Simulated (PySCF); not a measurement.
Molecule: isopentylamine, C5H13N.

Molfile (atoms numbered from 1):
```
C5H13N
     RDKit          3D

 19 18  0  0  0  0  0  0  0  0999 V2000
   -1.4573   -1.2969   -1.3265 C   0  0  0  0  0  0  0  0  0  0  0  0
   -0.8243   -0.1300   -0.5766 C   0  0  0  0  0  0  0  0  0  0  0  0
   -1.7631    0.3830    0.5115 C   0  0  0  0  0  0  0  0  0  0  0  0
    0.5487   -0.5255   -0.0317 C   0  0  0  0  0  0  0  0  0  0  0  0
    1.3589    0.6041    0.5838 C   0  0  0  0  0  0  0  0  0  0  0  0
    2.7003    0.1521    0.9043 N   0  0  0  0  0  0  0  0  0  0  0  0
   -1.6386   -2.1469   -0.6474 H   0  0  0  0  0  0  0  0  0  0  0  0
   -2.4253   -1.0138   -1.7686 H   0  0  0  0  0  0  0  0  0  0  0  0
   -0.8058   -1.6543   -2.1389 H   0  0  0  0  0  0  0  0  0  0  0  0
   -0.6672    0.6906   -1.3022 H   0  0  0  0  0  0  0  0  0  0  0  0
   -2.7508    0.6363    0.0955 H   0  0  0  0  0  0  0  0  0  0  0  0
   -1.9176   -0.3858    1.2875 H   0  0  0  0  0  0  0  0  0  0  0  0
   -1.3736    1.2842    1.0078 H   0  0  0  0  0  0  0  0  0  0  0  0
    0.4171   -1.3300    0.7180 H   0  0  0  0  0  0  0  0  0  0  0  0
    1.1560   -0.9641   -0.8411 H   0  0  0  0  0  0  0  0  0  0  0  0
    1.4377    1.4230   -0.1533 H   0  0  0  0  0  0  0  0  0  0  0  0
    0.8074    1.0274    1.4500 H   0  0  0  0  0  0  0  0  0  0  0  0
    3.2430    0.9074    1.3171 H   0  0  0  0  0  0  0  0  0  0  0  0
    2.6592   -0.5823    1.6096 H   0  0  0  0  0  0  0  0  0  0  0  0
  1  2  1  0
  2  3  1  0
  2  4  1  0
  4  5  1  0
  5  6  1  0
  1  7  1  0
  1  8  1  0
  1  9  1  0
  2 10  1  0
  3 11  1  0
  3 12  1  0
  3 13  1  0
  4 14  1  0
  4 15  1  0
  5 16  1  0
  5 17  1  0
  6 18  1  0
  6 19  1  0
M  END
```

Geometry PBE0-D3(BJ)/def2-SVP throughout; GIAO in PySCF, gas phase, one conformer, non-relativistic; equivalent atoms averaged; basis pcSseg-1.

Question: How do the absolute shieldings σ depend on the functional? (a selection of nuclei; ppm; last column core-seconds on shared hosts with different chips, so compare them loosely; the GGAs took longer than the global hybrids here, which isn't the general rule, and the cause wasn't traced)

Answer: 
```tsv
functional	kind	C4	C5	C2	N6	H16/H17	H14/H15	H10	H7/H8/H9/H11/H12/H13	H18/H19	core-s
HF	Hartree–Fock	151.2	151.2	166.0	238.0	29.39	30.67	30.75	30.80	31.41	7.8
LDA	LDA	132.1	132.5	148.8	228.2	27.88	29.57	29.31	29.93	30.72	19
PBE	GGA	133.4	132.2	147.7	222.7	28.32	29.97	29.76	30.29	31.10	24
BLYP	GGA	126.9	125.8	141.2	216.8	28.46	30.12	29.94	30.43	31.21	24
BP86	GGA	133.3	132.0	147.5	223.0	28.40	30.04	29.84	30.35	31.17	24
OPBE	GGA	142.8	140.1	155.1	226.2	28.45	30.04	29.82	30.35	31.16	25
KT2	GGA	137.7	135.9	151.0	224.2	28.31	29.99	29.73	30.26	31.04	33
KT3	GGA	138.1	135.4	150.0	221.0	28.51	30.13	29.90	30.42	31.16	37
B97-D	GGA	133.6	131.7	146.8	220.5	28.55	30.17	30.00	30.47	31.25	31
B3LYP	global hybrid	133.0	132.2	147.5	223.0	28.66	30.20	30.07	30.47	31.22	21
PBE0	global hybrid	140.2	139.4	154.8	229.3	28.60	30.11	29.98	30.38	31.15	21
mPW1PW91	global hybrid	139.7	138.6	154.0	228.1	28.67	30.17	30.05	30.43	31.19	20
WP04	global hybrid	129.2	125.6	139.7	212.9	29.04	30.43	30.32	30.69	31.30	18
B97-2	global hybrid	140.1	138.7	153.7	227.0	28.71	30.21	30.08	30.47	31.24	20
BHandHLYP	global hybrid	140.2	140.0	155.0	229.7	28.92	30.33	30.28	30.55	31.24	22
CAM-B3LYP	range-separated hybrid	137.2	137.0	152.5	229.0	28.69	30.16	30.08	30.43	31.17	27
wB97X-D	range-separated hybrid	141.0	140.1	155.6	230.5	28.78	30.24	30.17	30.48	31.25	28
LC-wPBE	range-separated hybrid	147.2	146.4	162.2	237.1	28.84	30.20	30.17	30.46	31.23	35
```

Question: Which nucleus among those listed moves most, in ppm?

Answer: C2 (sp3 CH): from 139.7 ppm with WP04 to 166.0 ppm with HF. The smallest spread is 0.69 ppm, at H18/H19. Proton shifts span only some 12 ppm, so a few tenths of a ppm matter as much there as several ppm in carbon.
